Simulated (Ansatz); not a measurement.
**C2H8N2 (SMILES NCCN): the vertical ionisation energy from total energies**

C2H8N2: 12 atoms, total charge 0, spin state singlet. SMILES: `NCCN`. Geometry: relaxed at PBE0-D4/def2-TZVP. This is one conformer, not always the lowest.

Both states at this one shape; open shells run unrestricted unless said. 1 Eh = 27.2114 eV.

| level | program | singlet C2H8N2 (Eh) | doublet [C2H8N2]+ (Eh) | HOMO of the first (eV) |
| --- | --- | --- | --- | --- |
| CAM-B3LYP/6-31G* (spherical functions) | Ansatz | -190.402596 | -190.077674 | -7.71 |
| HSE06/6-31G* (spherical functions) | Ansatz | -190.268020 | -189.952874 | -5.89 |

Problem. Work out the vertical ionisation energy at each level.

Solution. 
1. CAM-B3LYP/6-31G* (spherical functions): -190.077674 − (-190.402596) = 0.324922 Eh = 8.84 eV; −ε(HOMO) = 7.71 eV.
2. HSE06/6-31G* (spherical functions): -189.952874 − (-190.268020) = 0.315146 Eh = 8.58 eV; −ε(HOMO) = 5.89 eV.

No measured value is set beside it here; the levels span 8.58 to 8.84 eV.
